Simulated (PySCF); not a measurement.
Order these species by their calculated properties.

All species are isolated and taken at one optimised geometry, non-relativistic unless stated. Electronic properties by PySCF.

The conformers computed, where there is a choice (atom-mapped SMILES and torsion angles):
- `[F:1][CH2:2][C:3]1=[C:4]([F:5])[CH2:6]1`: F1–C2–C3–C4 -1°

**Question.** Rank by lowest triplet excitation (Tamm–Dancoff), highest first (TDA PBE0/def2-SVPD at GFN2-xTB geometries).
A. `FCC1=C(F)C1` (C4H4F2)
B. `N=O` (HNO)
C. `FC1=C(Cl)SC2=C1NC=C2` (C6H3ClFNS)
D. `FC1(F)C=CC1` (C4H4F2)

**Answer.** A (4.45 eV), D (4.29 eV), C (3.30 eV), B (0.34 eV).

**Question.** By how much do the two ends of that ranking differ?

**Answer.** By 4.11 eV, between `FCC1=C(F)C1` and `N=O` (HNO).

**Question.** Rank by HOMO energy, lowest first (PBE0/def2-SVPD at GFN2-xTB geometries).
A. `FCC1=C(F)C1` (C4H4F2)
B. `FC1(F)C=CC1` (C4H4F2)
C. `c1c2c(c(F)c(Cl)s2)[nH]c1` (C6H3ClFNS)
D. `N=O` (HNO)

**Answer.** B (-8.28 eV), A (-7.29 eV), D (-7.17 eV), C (-6.12 eV).

**Question.** Give the two extremes of that set in hartree.

**Answer.** `FC1(F)C=CC1`: -0.304 Eh; `Fc1c(Cl)sc2cc[nH]c12`: -0.225 Eh.

**Question.** Rank by dipole moment, highest first (PBE0-D3(BJ)/def2-SVP).
A. `O=[CH]` [radical]
B. `F/C=C1\C[C@@H]1F`
C. `FC1=CC[C@H]1F`
D. `F[C@@H]1C=C[C@H]1F`
E. `ClC(Cl)=C1C=C1`

**Answer.** E (3.99 D), C (2.09 D), D (1.80 D), A (1.57 D), B (1.25 D).

**Question.** Rank by electronic spatial extent ⟨r²⟩ about the centre of nuclear charge, lowest first (PBE0/def2-SVPD at GFN2-xTB geometries).
A. `Fc1c(Cl)sc2cc[nH]c12` (C6H3ClFNS)
B. `C1(F)(F)CC=C1` (C4H4F2)
C. `N=O` (HNO)
D. `FCC1=C(F)C1` (C4H4F2)

**Answer.** C (51 bohr²), B (451 bohr²), D (625 bohr²), A (1816 bohr²).

**Question.** By how much do the two ends of that ranking differ?

**Answer.** By 1765 bohr², between `Fc1c(Cl)sc2cc[nH]c12` and `N=O` (HNO).

**Question.** Rank by lowest singlet excitation, lowest first (TDDFT PBE0/def2-SVPD at GFN2-xTB geometries).
A. `c1c2c(c(F)c(Cl)s2)[nH]c1` (C6H3ClFNS)
B. `FC1(F)C=CC1` (C4H4F2)
C. `FCC1=C(F)C1` (C4H4F2)
D. `N=O` (HNO)

**Answer.** D (1.42 eV), A (4.80 eV), C (6.43 eV), B (6.93 eV).

**Question.** Rank by static isotropic polarisability, highest first (PBE0/def2-SVPD at GFN2-xTB geometries).
A. `Fc1c(Cl)sc2cc[nH]c12` (C6H3ClFNS)
B. `C1(F)(F)C=CC1` (C4H4F2)
C. `N=O` (HNO)
D. `C1(CC=1F)CF` (C4H4F2)

**Answer.** A (109.1 au), D (47.8 au), B (45.5 au), C (14.3 au).

**Question.** By how much do the two ends of that ranking differ?

**Answer.** By 94.8 au, between `Fc1c(Cl)sc2cc[nH]c12` and `N=O` (HNO).
